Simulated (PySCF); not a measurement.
Molecule: SMILES C=C(C)COC, C$_{5}$H$_{10}$O.

Cartesian coordinates in Å; atom numbers follow the order of the lines, from 1:
```xyz
16

C    -1.840   -1.263   -0.439
C    -1.050   -0.359    0.114
C    -1.233    0.155    1.507
C     0.118    0.235   -0.627
O     1.302    0.013    0.113
C     2.441    0.537   -0.511
H    -1.685   -1.624   -1.442
H    -2.681   -1.678    0.091
H    -1.469    1.218    1.486
H    -0.303    0.030    2.059
H    -2.032   -0.375    2.018
H    -0.037    1.321   -0.756
H     0.208   -0.214   -1.628
H     3.285    0.307    0.136
H     2.603    0.083   -1.497
H     2.363    1.625   -0.636
```

Frames of a GFN2-xTB Langevin trajectory at 400 K; GIAO PBE0/pcSseg-1 shieldings in PySCF 2.14.0 with density-fitted response routines, gas phase, non-relativistic; equivalent atoms averaged within each frame.

δ = σ(ref) − σ, references computed at the same level: $^{13}$C (σref 186.93), $^{1}$H (σref 31.72) vs TMS; $^{17}$O (σref 336.08) against H2O. The references are static minima.

How do the shifts (ppm) fluctuate along the trajectory?

## Answers


```
         time (fs)     C2     C1    C4    C6    C3    O5    H8    H7  H12/H13  H14/H15/H16
               250  158.8  119.3  89.6  65.5  23.7  34.0  5.58  5.53     4.62         3.95
               425  150.7  127.0  83.7  69.0  30.8  37.9  7.08  5.01     3.93         4.32
               625  151.5  118.8  85.9  56.9  29.3  28.3  5.10  4.80     4.79         4.13
               800  150.5  124.5  94.8  60.4  11.2  28.1  5.26  6.50     5.10         3.31
              1000  162.7  129.4  78.5  50.8  27.9   9.9  6.46  5.06     4.02         3.08
    mean of frames  154.8  123.8  86.5  60.5  24.6  27.7  5.90  5.38     4.49         3.76
standard deviation    5.6    4.7   6.1   7.1   7.9  10.7  0.84  0.68     0.50         0.54
```

5 frames give an uncertainty of the mean of about the standard deviation over 2.2 at best, since frames this close in time may not be independent; classical motion lacks zero-point vibration, and the reference would need the same averaging.
